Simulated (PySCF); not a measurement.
# SiN: one state, many levels of theory

State: ²Σ⁺ (doublet), unpaired electrons σ ↑. Set-up: basis Si def2-SVP, N def2-SVP; no relativity; PySCF 2.14. De refers to Si + N in their high-spin ground configurations, without counterpoise correction. The functionals are run spin-unrestricted. A positive dipole means Si(−)N(+).

```tsv
Level	Re (Å)	ωe (cm⁻¹)	De (eV)	μ (D)
ROHF	1.543	1324	0.83	-2.14
ROHF-MP2	1.604	1081	3.81	n/a
ROHF-SCS-MP2	1.600	1098	3.73	n/a
ROHF-CCSD	1.584	1182	3.51	n/a
ROHF-CCSD(T)	1.598	1126	3.85	n/a
LDA	1.578	1182	5.80	-2.39
PBE	1.591	1149	5.03	-2.33
BP86	1.592	1144	5.07	-2.34
r²SCAN	1.581	1178	4.39	-2.26
PBE0	1.575	1196	4.27	-2.31
r²SCAN0	1.570	1199	3.85	-2.20
CAM-B3LYP	1.568	1214	4.33	-2.27
```

The bond length runs from 1.543 Å (ROHF) to 1.604 Å (ROHF-MP2). De spans 0.83 eV (ROHF, mean field) to 5.80 eV (LDA, local density). Correlation at CCSD(T) changes the Hartree–Fock bond energy by +3.02 eV; the triples alone change it by +0.34 eV.

Correlated steps freeze 6 core orbitals. Correlated levels converge slowly with the basis: in double zeta they bind strong bonds too weakly, by up to about 1 eV, and carry superposition errors of some tenths. The CCSD T1 diagnostic is raised, a sign that a single reference may not be enough here. UHF is strongly spin-contaminated for SiN, so the ROHF reference used there is far from stable. The state was picked by a PBE0 search and need not be the measured ground state.
